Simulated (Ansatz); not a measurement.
# BH4+ (singlet): from Hartree-Fock to the top rungs at scale of all distances = 2.369, cc-pVDZ

How much of the correlation energy of BH4+ (singlet) does each wave-function method recover here?

Computed with Ansatz 0.2.0, Gaussian basis. Level: cc-pVDZ, core rule «outside noble gas», up to 1 orbitals frozen.

The runs, in order: UHF; CCSD(T) on RHF; CCSD(T) on UHF; BCCD(T) on RHF; CISD; CCSDT(Q) on RHF; CCSDT(Q) on UHF; CASSCF and MRCISD+Q, 2 electrons in 2 orbitals; CASSCF and NEVPT2, 2 electrons in 2 orbitals; CASSCF and MRCISD+Q, 6 electrons in 8 orbitals; CASSCF and NEVPT2, 6 electrons in 8 orbitals; Full CI.

13 further runs of the same task are left out: 7 that didn't finish, 6 set aside as unsound or not needed.

## Step 1: The system

The geometry derives from a PBE0/def2-TZVP stationary point (not a proven minimum). All distances are scaled together.

5 atoms, charge 1, spin multiplicity 1.

Atoms are counted from 1 here; the program's logs count them from 0.

No contacts short enough for the rule that draws bonds.

## Step 2: UHF

in.yaml

```yaml
crystal:
  periodic: [false, false, false]
  atoms:
    - {symbol: B, position_ang: [0.000000, 0.000000, 0.000000]}
    - {symbol: H, position_ang: [-0.036916, 2.040719, 2.013254]}
    - {symbol: H, position_ang: [-0.050514, -2.013572, 2.040114]}
    - {symbol: H, position_ang: [0.050514, 2.013572, -2.040114]}
    - {symbol: H, position_ang: [0.036916, -2.040719, -2.013254]}
basis:
  gaussian: {orbitals: cc-pVDZ}
total_charge: 1
magnetization: {spin_polarized: true, initial_magnetization: 0}
hamiltonian: {xc: hf}
output: {orbitals: {seedname: orbitals}}
```

The run is started by

```
$ ansatz run in.yaml --threads 1 --pin off --events-out ev --progress --plain --max-ram 2393MiB
```

After this run come: CCSD(T) on RHF; CCSD(T) on UHF; BCCD(T) on RHF; CISD; CCSDT(Q) on RHF; CCSDT(Q) on UHF; CASSCF and MRCISD+Q, 2 electrons in 2 orbitals; CASSCF and NEVPT2, 2 electrons in 2 orbitals; CASSCF and MRCISD+Q, 6 electrons in 8 orbitals; CASSCF and NEVPT2, 6 electrons in 8 orbitals; Full CI.

**Question.** What will the summary of the whole plan be? Wanted: FCI below the RHF energy; RMP2 from FCI; UMP2 from FCI; RCCSD from FCI; RCCSD(T) from FCI; UCCSD(T) from FCI; RCCSDT(Q) from FCI; UCCSDT(Q) from FCI; NEVPT2 valence from FCI.

As calculated:

```
                         quantity                                                                                         value
         FCI below the RHF energy                                                                                   -11.5605 eV
                    RMP2 from FCI                                                                               +80.79 kcal/mol
                    UMP2 from FCI                                                                               +18.31 kcal/mol
                   RCCSD from FCI                                                                                +5.43 kcal/mol
                RCCSD(T) from FCI                                                                                -7.98 kcal/mol
                UCCSD(T) from FCI                                                                                +0.44 kcal/mol
               RCCSDT(Q) from FCI                                                                                +4.76 kcal/mol
               UCCSDT(Q) from FCI                                                                                +0.16 kcal/mol
          NEVPT2 valence from FCI                                                                                +0.87 kcal/mol
        MRCISD+Q valence from FCI                                                                                +0.16 kcal/mol
levels within 1 kcal/mol (43 meV)  UCCSD, UCCSD(T), RCCSDT, UCCSDT, UCCSDT(Q), NEVPT2 valence, MRCISD valence, MRCISD+Q valence
                    T1 diagnostic                                                                                         0.165
   effectively unpaired electrons                                                                                          4.04
```

RCCSD(T) lands -7.98 kcal/mol from the yardstick (3.0 % of the correlation energy). CCSD(T) misses by -7.98 kcal/mol on the restricted determinant and by +0.44 kcal/mol on the unrestricted one; the two need not hold the same state or core. RCCSD(T), BCCD(T), RCCSDT fall below full CI, which methods that aren't variational can do. With 4.0 effectively unpaired electrons against 0 the state is strongly multireference. Of the multireference levels listed MRCISD+Q valence comes nearest in total energy (+0.16 kcal/mol), which doesn't show that its space is the better one. These misses are within one basis, not against nature.
